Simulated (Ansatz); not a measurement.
α-N2 was calculated with B3LYP (VWN-RPA form) in Ansatz (PAW).

Run with plane-wave cutoff 460 eV, 4×4×4 k mesh, Fermi–Dirac smearing 0.01 eV, scalar-relativistic PAW data made under PBE.

Cell (measured lattice):

```cif
data_N8
_chemical_formula_sum 'N8'
_space_group_name_H-M_alt 'P 1'
_space_group_IT_number 1
_cell_length_a 5.66700
_cell_length_b 5.66700
_cell_length_c 5.66700
_cell_angle_alpha 90.000
_cell_angle_beta 90.000
_cell_angle_gamma 90.000
loop_
_space_group_symop_operation_xyz
  'x, y, z'
loop_
_atom_site_label
_atom_site_type_symbol
_atom_site_fract_x
_atom_site_fract_y
_atom_site_fract_z
_atom_site_occupancy
N1 N 0.94431 0.55569 0.44431 1
N2 N 0.44431 0.94431 0.55569 1
N3 N 0.94431 0.94431 0.94431 1
N4 N 0.05569 0.05569 0.05569 1
N5 N 0.55569 0.44431 0.94431 1
N6 N 0.55569 0.05569 0.44431 1
N7 N 0.44431 0.55569 0.05569 1
N8 N 0.05569 0.44431 0.55569 1
```

Problem. Give the computed band gap and smallest direct gap on the k points sampled.

Solution. 
* **band gap**: 10.05 eV (on the SCF k mesh) (indirect)
* **smallest direct gap on the k points sampled**: 10.07 eV

Note: cell and atoms aren't relaxed at this level (largest force component 0.48 eV/Å, pressure -0.5 GPa).

The computed numbers hold no vibrational or temperature effects.

Computing time: very roughly 110 core-seconds.

Ansatz is a quantum-chemistry and plane-wave program.
